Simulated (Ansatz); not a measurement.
# AlF₃ (singlet): from Hartree-Fock to the top rungs, cc-pV(D+d)Z

An exercise on one series of results from a longer session: the logs are not shown, and one member is left open.

Computed with Ansatz 0.2.0, Gaussian basis. Level: cc-pV(D+d)Z, core rule «outside noble gas», up to 8 orbitals frozen.

Plan: UHF; CCSD(T) on RHF; BCCD(T) on RHF; CISD; CCSDT(Q) on RHF.

19 further runs of the same task are left out: 8 for a known fault of the program, 2 that didn't finish, 9 set aside as unsound or not needed.

## The geometry

The geometry is an MP2(full)/6-31G* stationary point (not a proven minimum).

4 atoms, charge 0, spin multiplicity 1.

Atoms are counted from 1 here; the program's logs count them from 0.

Bond lengths: Al1–F2 1.645 Å, Al1–F3 1.645 Å, Al1–F4 1.645 Å. Angles: F2–Al1–F3 120.0°, F2–Al1–F4 120.0°, F3–Al1–F4 120.0°.

The first run:

in.yaml

```yaml
crystal:
  periodic: [false, false, false]
  atoms:
    - {symbol: Al, position_ang: [0.000000, 0.000000, 0.000000]}
    - {symbol: F, position_ang: [0.000000, 1.644720, 0.000000]}
    - {symbol: F, position_ang: [1.424369, -0.822360, 0.000000]}
    - {symbol: F, position_ang: [-1.424369, -0.822360, 0.000000]}
basis:
  gaussian: {orbitals: "cc-pV(D+d)Z.json"}
magnetization: {spin_polarized: true, initial_magnetization: 0}
hamiltonian: {xc: hf}
output: {orbitals: {seedname: orbitals}}
```

On the command line:

```console
> ansatz run in.yaml --threads 1 --pin off --events-out ev --progress --plain --max-ram 3956MiB --backend cpu
```

Among the steps run: UHF; CCSD(T) on RHF; BCCD(T) on RHF; CISD; CCSDT(Q) on RHF.

One of the session's tables, all rows but one given; the rest of the session is left out.

| method | from RCCSDT(Q) (meV) |
| --- | --- |
| RHF | +17351.3 |
| RMP2 | +363.1 |
| CISD | ? |
| RCCSD | +297.0 |
| RCCSD(T) | +52.9 |
| BCCD(T) | +44.0 |
| RCCSDT | +41.5 |
| RCCSDT(Q) | 0 |

Estimate the missing values for CISD.

The run gave: from RCCSDT(Q) (meV): +2028.3. In the column «from RCCSDT(Q) (meV)» it lies between RMP2 (+363.1) and RHF (+17351.3).
